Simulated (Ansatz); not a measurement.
**B₂ (singlet): RPA-PBE over a scan of the distance B1–B2, cc-pVTZ**

Aim: run B₂ (singlet) with these functionals over a scan of the distance B1–B2, and hold them against the top wave-function level at the same points.

Method: cc-pVTZ, all electrons in the functionals, frozen cores in the correlation of double hybrids and RPA; program: Ansatz 0.2.0, Gaussian basis.

The runs, in order: RPA-PBE, at 1.315 Å; 1.507 Å; 1.641 Å; 1.792 Å; 1.981 Å; 2.265 Å; 2.684 Å; 3.031 Å; 3.555 Å; 4.336 Å; 5.481 Å.

2 further runs of the same task are left out: 2 for a known fault of the program.

### 1 What is computed

The geometry derives from a PBE0/def2-TZVP stationary point (not a proven minimum). One bond is set to the value named and the two fragments are kept rigid.

2 atoms, charge 0, spin multiplicity 1.

Atoms are counted from 1 here; the program's logs count them from 0.

Bond lengths: B1–B2 1.641 Å.

No dispersion term is added.

The geometry shown and the zero of energy belong to the point 1.641 Å. The yardstick, FCI, and other wave-function levels (R restricted, U unrestricted, valence and pair active spaces) come from earlier runs.

### 2 RPA-PBE, 1.315 Å

Input file in.yaml:

```yaml
crystal:
  periodic: [false, false, false]
  atoms:
    - {symbol: B, position_ang: [0.000000, 0.000000, 0.000000]}
    - {symbol: B, position_ang: [0.000000, 0.000000, 1.315000]}
basis:
  gaussian: {orbitals: cc-pVTZ}
magnetization: {spin_polarized: true, initial_magnetization: 0}
hamiltonian: {xc: {name: PBE}}
correlation: {method: rpa, electrons: outside_noble_gas}
```

Started as:

```console
$ ansatz run in.yaml --threads 1 --pin off --events-out ev --progress --plain --max-ram 4096MiB --backend cpu
```

After this run come: RPA-PBE, 1.507 Å; RPA-PBE, 1.641 Å; RPA-PBE, 1.792 Å; RPA-PBE, 1.981 Å; RPA-PBE, 2.265 Å; RPA-PBE, 2.684 Å; RPA-PBE, 3.031 Å; RPA-PBE, 3.555 Å; RPA-PBE, 4.336 Å; RPA-PBE, 5.481 Å.

Before running them: what should the planned runs give, taken together? Wanted: span of the FCI curve; largest miss, RPA-PBE.

The runs gave:

| quantity | value |
| --- | --- |
| span of the FCI curve | 50.8 kcal/mol |
| largest miss, RPA-PBE | -5.2 kcal/mol (5.481 Å) |

What this shows: RPA-PBE strays by up to 5.2 kcal/mol, at 5.481 Å. RPA-PBE clearly breaks the spin symmetry at some points (⟨S²⟩ up to 1.77 above the pure value), so energy there is bought with a mixed spin. Functionals and the yardstick converge differently with the basis, so part of each miss in cc-pVTZ is the basis.
